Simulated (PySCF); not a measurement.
Molecule: SMILES C=CC=C, C₄H₆.

Structure with atom numbers: `[CH2:1]=[CH:2][CH:3]=[CH2:4]` (H(Xn): hydrogen on atom n). Ha(C4) is cis to C2; Ha(C1) is cis to C3; Hb(C4) is trans to C2; Hb(C1) is trans to C3.

Spin–spin couplings on one PBE0-D3(BJ)/def2-SVP geometry, PySCF, gas phase, non-relativistic, equivalent pairs averaged (without the spin–dipole term); isotopes 13C, 1H; functional B3LYP.

How do the couplings (Hz) change with the basis set? Times are CPU seconds on shared hosts with different chips, so compare them loosely. Far from the basis limit: 6-31G*, pcJ-0, 6-31G-J, def2-TZVP, cc-pVTZ.

Results:


```tsv
basis set	functions	1J(C1,Hb(C1))	1J(C1,Ha(C1))	1J(C2,H(C2))	1J(C1,C2)	1J(C2,C3)	2J(C2,Hb(C1))	2J(C2,Ha(C1))	core-s
6-31G*	68	170.0	167.1	159.1	88.6	72.1	-4.3	-4.2	2.4
pcJ-0	70	149.9	145.0	142.3	57.0	46.2	-2.7	-4.4	2.3
6-31G-J	72	175.6	170.6	164.9	77.1	59.3	-2.0	-3.5	2.5
def2-TZVP	160	161.7	157.0	153.7	74.9	57.3	-0.2	-1.8	6.6
pcJ-1	168	170.6	165.5	159.9	76.5	58.7	-0.7	-2.0	7.3
cc-pVTZ	204	154.2	149.9	145.1	76.5	46.9	-0.3	-1.6	9.1
aug-cc-pVTZ-J	304	172.5	167.2	162.4	73.1	56.1	-0.1	-1.8	18
```

The Fermi-contact term samples the wavefunction at the nucleus, which is why sets with added tight s functions (names with J) are made for couplings.
